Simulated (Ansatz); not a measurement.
## LO phonon frequency at L of rock-salt LiH at several levels of theory

No measured value is used here.

```json
[
 {"level (code)": "LDA (Ansatz)", "value (cm⁻¹)": "[?]", "cell (Å³/atom)": "7.46"},
 {"level (code)": "PBE (Ansatz)", "value (cm⁻¹)": "1065", "cell (Å³/atom)": "8.04"},
 {"level (code)": "r²SCAN (Ansatz)", "value (cm⁻¹)": "1102", "cell (Å³/atom)": "8.03"}
]
```

Question: Some entries are withheld; supply them.

Answer: 
- LDA (Ansatz, an electronic-structure program), value (cm⁻¹): 1077

Each level is taken at its own relaxed cell. Cutoffs differ between the levels. Ansatz's density-functional and Hartree–Fock values are scalar-relativistic unless marked +SOC, with PAW data made under PBE.
